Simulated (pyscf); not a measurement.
PySCF, gas phase, ωB97X-D3(BJ)/def2-SVP geometries.

Problem. HO–Si(F)(O–SiH₃)–O–SiH₃ (SMILES O[Si](F)(O[SiH3])O[SiH3]) + HF (SMILES F) + HF (SMILES F) → F–Si(F)(O–SiH₃)–O–SiH₃ (SMILES F[Si](F)(O[SiH3])O[SiH3]) + H₂O (SMILES O) + HF (SMILES F)
Surface: singlet. Broken: O–Si, F–H, F–H. Formed: F–Si, H–O, F–H. Give ΔE‡ and ΔE from ωB97M-D3(BJ)/def2-TZVP, relative to the separated reactants.

Solution. ΔE‡ = -12.4 kJ/mol, ΔE = -37.5 kJ/mol. Zero-point energy shifts the barrier by +12.5 kJ/mol. It is a multi-bond step, with an imaginary mode of 772i cm⁻¹. On the reactant side the descent ends in a bound adduct, 72.5 kJ/mol under the separated species and 61.5 kJ/mol under the saddle at ωB97X-D3(BJ)/def2-TZVP. On the product side the descent ends in an adduct with a O–Si contact (not fully relaxed), 31.1 kJ/mol under the separated species and 54.6 kJ/mol under the saddle at ωB97X-D3(BJ)/def2-TZVP. At ωB97M-D3(BJ) the saddle lies under the separated reactants, which points to a path from their complex (located at ωB97X-D3(BJ) alone). What is counted as broken (O–Si) persists as a longer contact in the product adduct; parting that adduct is a step of its own. This is the saddle that the search found; another between the same sides may lie lower.
